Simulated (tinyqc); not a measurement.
Worked calculation: Hueckel theory of the pi electrons with the omega technique, for the molecule C=C([CH2-])Cl (SMILES; centres numbered as the heavy atoms are written). One step of it, computed by the program tinyqc.

Task: Orbitals, round 1. Diagonalise; E = alpha + x beta with beta < 0, so the largest x are filled first; degenerate levels share their electrons. P = sum n_i c_ri c_si; each orbital has its largest coefficient positive (the first on a tie).

Hueckel matrix in units of beta (H = alpha + beta A), lower triangle:
```
           1C        2C        3C       4Cl
1C   0.000000
2C   1.000000  0.000000
3C   0.000000  1.000000  0.000000
4Cl  0.000000  0.370000  0.000000  1.890000
```

pi electrons, sum of z_r less the charge = 6

Give: x values; occupations; coefficients; charge and bond-order matrix P.

Result:

x values: 2.0225  1.3025  0.0000  -1.4350

occupations: 2.0000  2.0000  2.0000  0.0000

coefficients:
```
        MO1      MO2      MO3      MO4
1C   0.1622   0.4784   0.7071  -0.4948
2C   0.3281   0.6231   0.0000   0.7100
3C   0.1622   0.4784  -0.7071  -0.4948
4Cl  0.9164  -0.3924   0.0000  -0.0790
```

charge and bond-order matrix P, lower triangle:
```
          1C      2C       3C     4Cl
1C    1.5104
2C    0.7026  0.9918
3C   -0.4896  0.7026   1.5104
4Cl  -0.0782  0.1122  -0.0782  1.9875
```
